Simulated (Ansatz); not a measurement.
Two shapes of singlet H5O2(+).

Shape 1:

```xyz
7

H     0.0000    0.0000   -0.0248
O     1.1917    0.0423    0.0327
O    -1.1917   -0.0423    0.0327
H     1.6054    0.8024    0.4713
H    -1.6054   -0.8024    0.4713
H     1.7350   -0.2354   -0.7208
H    -1.7350    0.2354   -0.7208
```

Shape 2:

```xyz
7

H    -0.0476    0.0126   -0.0158
O     1.1754    0.0839    0.0552
O    -1.1449   -0.0494    0.0489
H     1.6106    0.7646    0.5036
H    -1.5776   -0.8112    0.4307
H     1.6882   -0.2383   -0.7034
H    -1.7820    0.2462   -0.7075
```

Basis set: cc-pVDZ (spherical functions). Correlated methods keep 2 orbitals frozen. Charge 1, multiplicity 1.

Computed with Ansatz (development build ahead of 0.2.0); each method stands on the lowest determinant of its kind that the runs found.

Task: Which shape is lower in energy, and by how much in each method?

Result:

```tsv
method	E(2) − E(1) (eV)
RHF	0.215
RHF-MP2	0.234
```

Shape 1 is lower.
